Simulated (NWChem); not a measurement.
# NO cation

```xyz
2

N      0.0000     0.0000    -0.5733
O      0.0000     0.0000     0.5031
```
Atoms are numbered in this order, from 1.

Structure relaxed at the PBE-D3(BJ)/def2-SVP level.

 Unshifted, non-relativistic core excitations; the lowest 4 roots alone, so stronger bands may lie above.

Question: List the first O K-edge excitations from PBE/cc-pVTZ, restricted-window TDA (NWChem).

Answer: 
```csv
state,energy (eV),dipole oscillator strength,leading excitation (squared amplitude)
S1,513.2,0.0393,1s of atom 2 or its equivalents → LUMO (1.00)
S2,513.2,0.0393,1s of atom 2 or its equivalents → LUMO+1 (1.00)
S3,525.8,0.0015,1s of atom 2 or its equivalents → LUMO+2 (0.99)
S4,529.1,0.0049,1s of atom 2 or its equivalents → LUMO+3 (1.00)
```
